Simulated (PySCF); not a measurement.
# NaSO2+, an ion with solvent molecules: interaction energy

An exercise on one series of results from a longer session: the logs are not shown, and one member is left open.

Programs: PySCF 2.14.0. All values are calculated, for the isolated system unless a continuum is named. Atoms count from 0, parts from 1.

### The system as given

4 atoms, charge 1, multiplicity 1; geometry: GFN2-xTB. Parts: 1 = atom 0, `[Na+]`, charge 1; 2 = atoms 1–3, `O=S=O`, charge 0.

The first run:

Job settings and geometry (Å):

```
{"job": {"xc": "PBE0", "basis": "def2-SVPD", "d3": "d3bj", "grid": 2, "kind": "geom", "shake": 0.01}, "charge": 1, "multiplicity": 1, "parts": [{"atoms": "0-0", "charge": 1, "multiplicity": 1}, {"atoms": "1-3", "charge": 0, "multiplicity": 1}]}
Na    -0.039931    -0.268890    -0.427487
O     -0.095589    -0.763916    -2.521947
S      1.141325    -1.449065    -2.431864
O      1.680119    -1.378011    -1.082216
```

Started as:

```sh
OMP_NUM_THREADS=1 python cluster_run.py task.json out
```

The driver reads the jobs from task.json and runs them one after another.

Steps of the session up to this table: Optimising the geometry at PBE0-D3(BJ)/def2-SVPD; Coupled-cluster interaction energy: CCSD(T) and MP2.

One table of the session follows, with a row left open; its other results are not shown here.

It belongs to the step «Coupled-cluster interaction energy: CCSD(T) and MP2». 

```
                 method  interaction energy (kcal/mol)
         HF/aug-cc-pVDZ                         -20.54
        MP2/aug-cc-pVDZ                         -16.68
       CCSD/aug-cc-pVDZ                         -18.22
    CCSD(T)/aug-cc-pVDZ                              ?
         HF/aug-cc-pVTZ                         -20.87
        MP2/aug-cc-pVTZ                         -17.02
    SCS-MP2/aug-cc-pVTZ                         -17.41
      MP2, extrapolated                         -17.02
CCSD(T), limit estimate                         -17.88
```

Q: Estimate the row for CCSD(T)/aug-cc-pVDZ from the others.

**Answer.** interaction energy (kcal/mol): -17.53. In the column «interaction energy (kcal/mol)» it lies between CCSD(T), limit estimate (-17.88) and SCS-MP2/aug-cc-pVTZ (-17.41).

In this run the core of Na (2s2p) is correlated, in a basis without core functions; only the other cores are frozen.

Limits of these values: The interaction energy leaves out the deformation of the parts, 0.67 kcal/mol (MP2); added to the CCSD(T) estimate it gives a binding of about -17.21 kcal/mol.
